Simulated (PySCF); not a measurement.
# UM06-2X/STO-3G run of N2H3 (hydrazinyl radical)

Aim: the vertical ionisation energy of N2H3 (hydrazinyl radical) at UM06-2X/STO-3G, from 2 runs. The job is set up through a Python script.

Program for the calculation: PySCF 2.14.0.

8 further runs of the same task are left out: 8 set aside as unsound or not needed.

### 1 The structure to begin with

The species is N2H3 (5 atoms), meant as a doublet with charge 0. SMILES: `[NH]N`. Geometry: relaxed at GFN2-xTB. This is one conformer, not always the lowest.

Bond lengths: N1–N2 1.335 Å, N1–H3 1.020 Å, N2–H4 1.011 Å, N2–H5 1.017 Å. Angles: N1–N2–H4 112.8°, N1–N2–H5 121.7°, N2–N1–H3 109.8°, H4–N2–H5 116.1°.

### 2 The energy at UM06-2X/STO-3G

File input.py:

```python
# hydrazinyl radical
from pyscf import gto, dft

mol = gto.Mole()
mol.atom = '''
N     -0.174970    -0.805480     0.447260
N     -0.126270     0.251970    -0.365880
H      0.751750    -0.989150     0.831090
H     -1.043070     0.577800    -0.638700
H      0.592550     0.964850    -0.273770
'''
mol.max_memory = 1860
mol.verbose = 4
mol.charge = 0
mol.basis = 'sto-3g'
mol.spin = 1
mol.build()

myscf = dft.UKS(mol, xc='m06-2x')
myscf.conv_tol = 1e-10
myscf.grids.level = 5
myscf.kernel()
if not myscf.converged:
    myscf = myscf.newton().run(myscf.mo_coeff, myscf.mo_occ)

e_tot = myscf.e_tot
print('E = %.10f Eh' % e_tot)
```

Run with:

```
$ OMP_NUM_THREADS=1 python input.py
```

What it wrote:

```text
PySCF version 2.14.0

[... 55 lines left out ...]
WARN: HOMO -0.0734462928763734 >= LUMO -0.0734462928763725
[... 46 lines left out ...]
converged SCF energy = -109.730691707785  <S^2> = 0.75168386  2S+1 = 2.0016832
E = -109.7306917078 Eh
```

Run time: 4.5 s. Hardware: 1 thread of Arm Neoverse V2, shared host; peak memory 0.19 GiB.

### 3 The singlet cation, same level

File run.py:

```python
from pyscf import gto, dft

molecule = gto.Mole()
molecule.atom = '''
N   -0.174970  -0.805480   0.447260
N   -0.126270   0.251970  -0.365880
H    0.751750  -0.989150   0.831090
H   -1.043070   0.577800  -0.638700
H    0.592550   0.964850  -0.273770
'''
molecule.charge = 1
molecule.max_memory = 1860
molecule.basis = 'sto-3g'
molecule.spin = 0
molecule.verbose = 3
molecule.build()

mf = dft.RKS(molecule)
mf.xc = 'm06-2x'
mf.grids.level = 5
mf.conv_tol = 1e-10
mf.kernel()
if not mf.converged:
    mf = mf.newton().run(mf.mo_coeff, mf.mo_occ)

e_final = mf.e_tot
print('E(%s) = %.9f' % ('M06-2X', e_final))
```

Run with:

```
$ OMP_NUM_THREADS=1 python run.py
```

What it wrote:

```text
converged SCF energy = -109.493868259004
E(M06-2X) = -109.493868259
```

It took 2.3 s on 1 thread of Arm Neoverse V2, shared host; peak memory 0.18 GiB.

### 4 Outcome

At UM06-2X/STO-3G:

```
                                          quantity          value
                        doublet N2H3: total energy  -109.73069 Eh
                       doublet N2H3: dipole moment         2.40 D
  doublet N2H3: HOMO energy (highest over α and β)       -3.93 eV
   doublet N2H3: LUMO energy (lowest over α and β)        4.31 eV
                                doublet N2H3: ⟨S²⟩          0.752
                      singlet cation: total energy  -109.49387 Eh
                       singlet cation: HOMO energy      -18.00 eV
                       singlet cation: LUMO energy       -9.00 eV
                     singlet cation: HOMO–LUMO gap        9.00 eV
vertical ionisation energy (to the singlet cation)       6.444 eV
```

The vertical ionisation energy comes to 6.44 eV (622 kJ/mol). Only the singlet of the ionised species was computed; a triplet could lie lower. In a minimal basis such a difference can be off by several eV, whatever the method. Mulliken charges (doublet N2H3) run from -0.32 on N2 to +0.22 on H4.
